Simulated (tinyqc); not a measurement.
UHF in the sto-3g basis, for H2O+, spin multiplicity 2, step by step. One step of it, computed by the program tinyqc.

Problem. Iteration 2: building the Fock matrix. J_ij = sum D_kl (ij|kl) with D = D(alpha) + D(beta), K_ij = sum D_kl (ik|jl) for each spin; F = H + J - K(s); E = tr D H + tr D J / 2 - 0.5 sum_s tr D(s) K(s) + E_nn.

D(alpha) after iteration 1, lower triangle:
```
            1O 1s      1O 2s    1O 2px     1O 2py    1O 2pz      2H 1s     3H 1s
1O 1s    1.058757
1O 2s   -0.251555   1.097445
1O 2px   0.000000   0.000000  1.000000
1O 2py   0.000385  -0.003273  0.000000   0.537042
1O 2pz   0.032726  -0.191499  0.000000   0.000668  0.622559
2H 1s    0.002348  -0.059114  0.000000   0.264798  0.231117   0.216340
3H 1s    0.002748  -0.057493  0.000000  -0.268324  0.232337  -0.045844  0.221210
```

D(beta) after iteration 1, lower triangle:
```
            1O 1s      1O 2s    1O 2px     1O 2py    1O 2pz      2H 1s     3H 1s
1O 1s    1.057576
1O 2s   -0.245490   1.068090
1O 2px   0.000000   0.000000  0.000000
1O 2py   0.000458  -0.003622  0.000000   0.500082
1O 2pz   0.038514  -0.217109  0.000000   0.001578  0.603614
2H 1s   -0.001814  -0.044204  0.000000   0.272816  0.236283   0.242524
3H 1s   -0.001124  -0.043699  0.000000  -0.276746  0.237711  -0.056156  0.249125
```

core Hamiltonian H = T + V (hartree), lower triangle:
```
             1O 1s      1O 2s     1O 2px     1O 2py     1O 2pz      2H 1s      3H 1s
1O 1s   -32.567713
1O 2s    -7.576541  -9.191658
1O 2px    0.000000   0.000000  -7.339369
1O 2py   -0.000409  -0.004517   0.000000  -7.429787
1O 2pz   -0.016037  -0.196370   0.000000  -0.002734  -7.424322
2H 1s    -1.247075  -2.925920   0.000000  -1.531961  -1.545531  -4.573621
3H 1s    -1.168030  -2.788966   0.000000   1.473702  -1.487566  -1.272275  -4.489169
```

Two-electron integrals (ij|kl) in chemists' order, unique and non-zero (hartree):
```
(11|11) 4.785065    (21|11) 0.741380    (21|21) 0.136873    (22|11) 1.118947
(22|21) 0.256633    (22|22) 0.817206    (31|31) 0.024477    (32|31) 0.037809
(32|32) 0.180518    (33|11) 1.115814    (33|21) 0.256684    (33|22) 0.817023
(33|33) 0.880159    (41|41) 0.024477    (42|41) 0.037809    (42|42) 0.180518
(43|43) 0.047444    (44|11) 1.115814    (44|21) 0.256684    (44|22) 0.817023
(44|33) 0.785270    (44|44) 0.880159    (51|51) 0.024477    (52|51) 0.037809
(52|52) 0.180518    (53|53) 0.047444    (54|54) 0.047444    (55|11) 1.115814
(55|21) 0.256684    (55|22) 0.817023    (55|33) 0.785270    (55|44) 0.785270
(55|55) 0.880159    (61|11) 0.122500    (61|21) 0.022440    (61|22) 0.041854
(61|33) 0.041772    (61|41) 0.000740    (61|42) 0.001392    (61|44) 0.041902
(61|51) 0.000718    (61|52) 0.001350    (61|54) 0.000126    (61|55) 0.041894
(61|61) 0.003726    (62|11) 0.314727    (62|21) 0.073162    (62|22) 0.259976
(62|33) 0.255430    (62|41) 0.003951    (62|42) 0.030890    (62|44) 0.262328
(62|51) 0.003831    (62|52) 0.029949    (62|54) 0.006688    (62|55) 0.261914
(62|61) 0.012246    (62|62) 0.104633    (63|31) 0.007449    (63|32) 0.044110
(63|43) 0.006324    (63|53) 0.006131    (63|63) 0.014481    (64|11) 0.167836
(64|21) 0.039501    (64|22) 0.149855    (64|33) 0.143144    (64|41) 0.009310
(64|42) 0.060856    (64|44) 0.159562    (64|51) 0.001804    (64|52) 0.016235
(64|54) 0.009787    (64|55) 0.146688    (64|61) 0.006887    (64|62) 0.073291
(64|64) 0.065224    (65|11) 0.162724    (65|21) 0.038298    (65|22) 0.145291
(65|33) 0.138784    (65|41) 0.001804    (65|42) 0.016235    (65|44) 0.142440
(65|51) 0.009199    (65|52) 0.059851    (65|54) 0.009868    (65|55) 0.154482
(65|61) 0.006678    (65|62) 0.071059    (65|64) 0.049198    (65|65) 0.062180
(66|11) 0.471669    (66|21) 0.111413    (66|22) 0.455443    (66|33) 0.437486
(66|41) 0.007419    (66|42) 0.081145    (66|44) 0.464961    (66|51) 0.007193
(66|52) 0.078674    (66|54) 0.026639    (66|55) 0.463313    (66|61) 0.018788
(66|62) 0.236526    (66|64) 0.189052    (66|65) 0.183294    (66|66) 0.774606
(71|11) 0.114665    (71|21) 0.021008    (71|22) 0.039195    (71|33) 0.039118
(71|41) -0.000690   (71|42) -0.001301   (71|44) 0.039240    (71|51) 0.000669
(71|52) 0.001260    (71|54) -0.000118   (71|55) 0.039232    (71|61) 0.003444
(71|62) 0.011164    (71|64) 0.005762    (71|65) 0.006092    (71|66) 0.016997
(71|71) 0.003266    (72|11) 0.299270    (72|21) 0.069588    (72|22) 0.247835
(72|33) 0.243472    (72|41) -0.003757   (72|42) -0.029576   (72|44) 0.250096
(72|51) 0.003640    (72|52) 0.028661    (72|54) -0.006418   (72|55) 0.249692
(72|61) 0.011338    (72|62) 0.082185    (72|64) 0.039615    (72|65) 0.054473
(72|66) 0.153713    (72|71) 0.010908    (72|72) 0.095706    (73|31) 0.007030
(73|32) 0.041831    (73|43) -0.006027   (73|53) 0.005841    (73|63) 0.010994
(73|73) 0.013134    (74|11) -0.160985   (74|21) -0.037895   (74|22) -0.144086
(74|33) -0.137660   (74|41) 0.008812    (74|42) 0.057971    (74|44) -0.153355
(74|51) -0.001727   (74|52) -0.015641   (74|54) 0.009368    (74|55) -0.141078
(74|61) -0.005906   (74|62) -0.040105   (74|64) -0.008739   (74|65) -0.026018
(74|66) -0.067167   (74|71) -0.006183   (74|72) -0.067630   (74|74) 0.060376
(75|11) 0.156004    (75|21) 0.036722    (75|22) 0.139628    (75|33) 0.133401
(75|41) -0.001727   (75|42) -0.015641   (75|44) 0.136928    (75|51) 0.008704
(75|52) 0.056988    (75|54) -0.009445   (75|55) 0.148395    (75|61) 0.006234
(75|62) 0.054777    (75|64) 0.025865    (75|65) 0.046770    (75|66) 0.112241
(75|71) 0.005991    (75|72) 0.065537    (75|74) -0.045781   (75|75) 0.057498
(76|11) 0.124030    (76|21) 0.029156    (76|22) 0.114206    (76|33) 0.111166
(76|41) -0.000011   (76|42) -0.000145   (76|44) 0.112982    (76|51) 0.002267
(76|52) 0.021928    (76|54) -0.000043   (76|55) 0.118343    (76|61) 0.004846
(76|62) 0.047444    (76|64) 0.028666    (76|65) 0.036242    (76|66) 0.116564
(76|71) 0.004539    (76|72) 0.045602    (76|74) -0.027952   (76|75) 0.035082
(76|76) 0.027734    (77|11) 0.461160    (77|21) 0.108954    (77|22) 0.446690
(77|33) 0.429268    (77|41) -0.007145   (77|42) -0.078977   (77|44) 0.455937
(77|51) 0.006924    (77|52) 0.076534    (77|54) -0.025844   (77|55) 0.454312
(77|61) 0.017749    (77|62) 0.158126    (77|64) 0.068352    (77|65) 0.114697
(77|66) 0.326804    (77|71) 0.017197    (77|72) 0.224241    (77|74) -0.180829
(77|75) 0.175234    (77|76) 0.116564    (77|77) 0.774606
```

nuclear repulsion = 7.95120564 hartree

Give: Coulomb J; exchange K(alpha); exchange K(beta); F(alpha); F(beta); total energy of this density.

Solution.

Coulomb J (hartree), lower triangle:
```
          1O 1s   1O 2s  1O 2px   1O 2py  1O 2pz   2H 1s   3H 1s
1O 1s   16.3918
1O 2s    3.0477  7.4262
1O 2px   0.0000  0.0000  7.3702
1O 2py   0.0000  0.0000  0.0000   7.4373
1O 2pz  -0.0022  0.0575  0.0000   0.0009  7.4476
2H 1s    0.5003  2.3561  0.0000   1.3550  1.3374  4.2561
3H 1s    0.4684  2.2466  0.0000  -1.3037  1.2859  1.0485  4.1887
```

exchange K(alpha) (hartree), lower triangle:
```
         1O 1s    1O 2s  1O 2px   1O 2py  1O 2pz   2H 1s   3H 1s
1O 1s   4.8951
1O 2s   0.8301   1.3396
1O 2px  0.0000   0.0000  1.1474
1O 2py  0.0001   0.0001  0.0000   0.9448
1O 2pz  0.0034  -0.0187  0.0000   0.0032  0.9849
2H 1s   0.1439   0.4521  0.0000   0.2798  0.2803  0.4897
3H 1s   0.1350   0.4324  0.0000  -0.2741  0.2735  0.1624  0.4755
```

exchange K(beta) (hartree), lower triangle:
```
         1O 1s    1O 2s  1O 2px   1O 2py  1O 2pz   2H 1s   3H 1s
1O 1s   4.8680
1O 2s   0.7905   1.1468
1O 2px  0.0000   0.0000  0.2629
1O 2py  0.0001   0.0001  0.0000   0.8713
1O 2pz  0.0030  -0.0317  0.0000   0.0040  0.9231
2H 1s   0.1360   0.4112  0.0000   0.2759  0.2737  0.4968
3H 1s   0.1276   0.3939  0.0000  -0.2707  0.2673  0.1551  0.4852
```

F(alpha) (hartree), lower triangle:
```
           1O 1s    1O 2s   1O 2px   1O 2py   1O 2pz    2H 1s    3H 1s
1O 1s   -21.0710
1O 2s    -5.3589  -3.1051
1O 2px    0.0000   0.0000  -1.1165
1O 2py   -0.0005  -0.0047   0.0000  -0.9374
1O 2pz   -0.0216  -0.1201   0.0000  -0.0051  -0.9616
2H 1s    -0.8906  -1.0219   0.0000  -0.4567  -0.4884  -0.8072
3H 1s    -0.8346  -0.9748   0.0000   0.4441  -0.4751  -0.3862  -0.7760
```

F(beta) (hartree), lower triangle:
```
           1O 1s    1O 2s   1O 2px   1O 2py   1O 2pz    2H 1s    3H 1s
1O 1s   -21.0439
1O 2s    -5.3193  -2.9122
1O 2px    0.0000   0.0000  -0.2321
1O 2py   -0.0005  -0.0046   0.0000  -0.8638
1O 2pz   -0.0213  -0.1071   0.0000  -0.0059  -0.8999
2H 1s    -0.8828  -0.9810   0.0000  -0.4528  -0.4818  -0.8143
3H 1s    -0.8272  -0.9363   0.0000   0.4406  -0.4689  -0.3789  -0.7857
```

total energy of this density = -74.640065 hartree
